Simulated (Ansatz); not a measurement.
We consider diamond, described by PBE (Ansatz, an electronic-structure program, PAW).

Settings: plane-wave cutoff 500 eV, 14×14×14 k mesh, gaussian smearing 0.02 eV, scalar-relativistic PAW data made under PBE.

Computed at the level's own relaxed cell.

Task: What does this level give for the equilibrium volume per atom, equilibrium lattice constant a and band gap?

Result: 
* **equilibrium volume per atom**: 5.70 Å³/atom
* **equilibrium lattice constant a**: 3.572 Å
* **band gap**: 4.13 eV (on the SCF k mesh)

Measured, for comparison: band gap 5.48 eV (low temperature, zero-point motion not removed; as tabulated in arXiv:1206.3780); equilibrium volume per atom 5.61 Å³/atom (static lattice: zero-point anharmonic expansion removed; as tabulated in Mejia-Rodriguez and Trickey (2018), arXiv:1807.09216); lattice constant a 3.553 Å (static lattice: zero-point anharmonic expansion removed, our sources range from 3.543 to 3.555; as tabulated in Mejia-Rodriguez and Trickey (2018), arXiv:1807.09216). Computed (rounded) less measured: band gap -1.35 eV, equilibrium volume per atom +1.6 %, lattice constant a +0.5 % (+0.5 % to +0.8 % over the range).

Cost on a shared machine: roughly 6 core-seconds.
